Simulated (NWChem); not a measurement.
The numbers come from NWChem runs, not from measurements. System: water (H2O), charge 0, spin multiplicity 1, at a geometry optimised with PBE/def2-SVP. Level: CCSD linear response/Sadlej pVTZ, 1 core orbitals frozen.

Input file:

```
start mol
memory heap 100 mb stack 700 mb global 1900 mb
geometry units angstroms nocenter noautoz
  O      0.000000     0.000000     0.122623
  H      0.757688     0.000000    -0.490493
  H     -0.757688     0.000000    -0.490493
  symmetry group C2v
end
basis spherical
  * library sadlej_pvtz
end
scf
  rhf
  nopen 0
  maxiter 100
  thresh 1e-7
  semidirect memsize 60000000 filesize 0
end
tce
  freeze core 1
  ccsd
  thresh 1e-6
  tilesize 24
end
set tce:lineresp T
set tce:afreq 0.0773
set tce:respaxis T T T
task tce energy
```

NWChem printed:

```
             Northwest Computational Chemistry Package (NWChem) 7.3.0
             --------------------------------------------------------

                                NWChem Input Module
                                -------------------

 Scaling coordinates for geometry "geometry" by  1.889725989
 (inverse scale =  0.529177249)

 Turning off AUTOSYM since
 SYMMETRY directive was detected!

                             Geometry "geometry" -> ""
                             -------------------------

 Output coordinates in angstroms (scale by  1.889725989 to convert to a.u.)

  No.       Tag          Charge          X              Y              Z
 ---- ---------------- ---------- -------------- -------------- --------------
    1 O                    8.0000     0.00000000     0.00000000     0.12262300
    2 H                    1.0000     0.75768800     0.00000000    -0.49049300
    3 H                    1.0000    -0.75768800     0.00000000    -0.49049300

 Effective nuclear repulsion energy (a.u.)       9.0359850017

            Nuclear Dipole moment (a.u.)
            ----------------------------
        X                 Y               Z
 ---------------- ---------------- ----------------
     0.0000000000     0.0000000000    -0.0000037795

      Symmetry information
      --------------------

 Group name             C2v
 Group number             16
 Group order               4
 No. of unique centers     2

      Symmetry unique atoms

     1    2


 Summary of "ao basis" -> "" (spherical)
 ------------------------------------------------------------------------------
       Tag                 Description            Shells   Functions and Types
 ---------------- ------------------------------  ------  ---------------------
 *                        sadlej_pvtz                 on all atoms

 Summary of "ao basis" -> "ao basis" (spherical)
 ------------------------------------------------------------------------------
       Tag                 Description            Shells   Functions and Types
 ---------------- ------------------------------  ------  ---------------------
 O                        sadlej pvtz               10       24   5s3p2d
 H                        sadlej pvtz                5        9   3s2p

                                 NWChem SCF Module
                                 -----------------

  ao basis        = "ao basis"
  functions       =    42
  atoms           =     3
  closed shells   =     5
  open shells     =     0
  charge          =   0.00
  wavefunction    = RHF
  use symmetry    = T
  symmetry adapt  = T

 Summary of "ao basis" -> "ao basis" (spherical)
 ------------------------------------------------------------------------------
       Tag                 Description            Shells   Functions and Types
 ---------------- ------------------------------  ------  ---------------------
 O                        sadlej pvtz               10       24   5s3p2d
 H                        sadlej pvtz                5        9   3s2p

      Symmetry analysis of basis
      --------------------------

        a1         19
        a2          4
        b1         12
        b2          7

 Forming initial guess at       0.2s

      Superposition of Atomic Density Guess
      -------------------------------------

 Sum of atomic energies:         -75.77840336

      Non-variational initial energy
      ------------------------------

 Total energy =     -75.911334
 1-e energy   =    -121.461386
[...]
 ---------------------------------------------
 Iterations converged

 Y   axis ( b2  symmetry)

 Frequency =       0.0773000 / au

 CCSD-LR iterations
 ---------------------------------------------
 Iter          Residuum            Cpu    Wall
 ---------------------------------------------
    1          0.6597050920608     0.5     0.5
    2          0.7321357098906     0.4     0.4
    3          0.4043196954057     0.4     0.4
    4          0.2727996475226     0.4     0.4
    5          0.1863820676434     0.4     0.4
    6          0.0538333218877     0.4     0.4
    7          0.0351361830304     0.3     0.3
    8          0.0236374326401     0.3     0.3
    9          0.0178516429437     0.3     0.3
   10          0.0133358464160     0.3     0.3
   11          0.0015489353949     0.4     0.4
   12          0.0010029176590     0.3     0.3
   13          0.0005638735346     0.4     0.4
   14          0.0003814613339     0.4     0.4
   15          0.0002586987602     0.3     0.3
   16          0.0000786146844     0.3     0.3
   17          0.0000526700890     0.4     0.4
   18          0.0000365678503     0.4     0.4
   19          0.0000274831184     0.4     0.4
   20          0.0000205996524     0.4     0.4
   21          0.0000024906506     0.3     0.3
   22          0.0000015637813     0.3     0.3
   23          0.0000008712277     0.3     0.3
 ---------------------------------------------
 Iterations converged

 Frequency =      -0.0773000 / au

 CCSD-LR iterations
 ---------------------------------------------
 Iter          Residuum            Cpu    Wall
 ---------------------------------------------
    1          0.6597050920608     0.4     0.4
    2          0.8408354992348     0.4     0.4
    3          0.1682652218057     0.4     0.4
    4          0.1581201969594     0.4     0.4
    5          0.0463432369002     0.4     0.4
    6          0.0219344987438     0.4     0.4
    7          0.0118899698109     0.4     0.4
    8          0.0050437980950     0.3     0.3
    9          0.0034109213721     0.3     0.3
   10          0.0015091805662     0.4     0.4
   11          0.0001703320528     0.3     0.3
   12          0.0001043308555     0.3     0.3
   13          0.0000267839682     0.3     0.3
   14          0.0000191353176     0.3     0.3
   15          0.0000064445104     0.3     0.3
   16          0.0000031584218     0.3     0.3
   17          0.0000018505231     0.3     0.3
   18          0.0000007810505     0.3     0.3
 ---------------------------------------------
 Iterations converged

 Z   axis ( a1  symmetry)

 Frequency =       0.0773000 / au

 CCSD-LR iterations
 ---------------------------------------------
 Iter          Residuum            Cpu    Wall
 ---------------------------------------------
    1          0.6813086711392     0.3     0.3
    2          0.7694346696990     0.3     0.3
    3          0.3925828376674     0.3     0.3
    4          0.2479582000318     0.3     0.3
    5          0.1546025314998     0.3     0.3
    6          0.0355489810152     0.3     0.3
    7          0.0191125120717     0.3     0.3
    8          0.0113973078400     0.3     0.3
    9          0.0076134843455     0.3     0.3
   10          0.0050576012652     0.3     0.3
   11          0.0006563396161     0.4     0.4
   12          0.0003333960062     0.4     0.4
   13          0.0001810757118     0.4     0.4
   14          0.0001093203889     0.4     0.4
   15          0.0000678163475     0.5     0.5
   16          0.0000185921699     0.3     0.3
   17          0.0000103119632     0.3     0.3
   18          0.0000064760424     0.3     0.3
   19          0.0000043137936     0.4     0.4
   20          0.0000028994258     0.4     0.4
   21          0.0000004414204     0.4     0.4
 ---------------------------------------------
 Iterations converged

 Frequency =      -0.0773000 / au

 CCSD-LR iterations
 ---------------------------------------------
 Iter          Residuum            Cpu    Wall
 ---------------------------------------------
    1          0.6813086711392     0.3     0.3
    2          0.8743255103912     0.4     0.4
    3          0.1694024689051     0.3     0.3
    4          0.1457848962154     0.4     0.4
    5          0.0412344767934     0.4     0.4
    6          0.0180915222589     0.3     0.3
    7          0.0083441648342     0.3     0.3
    8          0.0036476285529     0.3     0.3
    9          0.0021265634706     0.3     0.3
   10          0.0009729821890     0.3     0.3
   11          0.0001019594899     0.3     0.3
   12          0.0000598501040     0.3     0.3
   13          0.0000204792550     0.4     0.4
   14          0.0000129530547     0.3     0.3
   15          0.0000062741059     0.4     0.4
   16          0.0000016111058     0.3     0.3
   17          0.0000006491663     0.4     0.4
 ---------------------------------------------
 Iterations converged

 CCSD-LR dipole moments / hartree & Debye
 --------------------------------
 X      -0.0000000     -0.0000000
 Y      -0.0000000     -0.0000000
 Z       0.7401050      1.8811735
 --------------------------------

 CCSD Linear Response polarizability / au
 Frequency  =       0.0773000 / au
 Wavelength =     589.4353558 / nm
 -------------------------------------------------------|-----------------------------------------------
                     atomic units (bohr^3)              |                   angstroms^3
                  X              Y              Z       |             X              Y              Z
 -------------------------------------------------------|-----------------------------------------------
 X           10.6140078     -0.0000000     -0.0000000   |      1.5728340     -0.0000000     -0.0000000
 Y           -0.0000000      9.9578134     -0.0000000   |     -0.0000000      1.4755960     -0.0000000
 Z           -0.0000000     -0.0000000     10.2442831   |     -0.0000000     -0.0000000      1.5180465
 -------------------------------------------------------|-----------------------------------------------
 Eigs =      10.6140078      9.9578134     10.2442831   |      1.5728340      1.4755960      1.5180465
 Isotropic   =              10.2720348                  |                     1.5221588
 Anisotropic =               0.5698037                  |                     0.0844362
 -------------------------------------------------------|-----------------------------------------------

 Task  times  cpu:       63.1s     wall:       63.1s

 Total times  cpu:       63.2s     wall:       63.2s
```
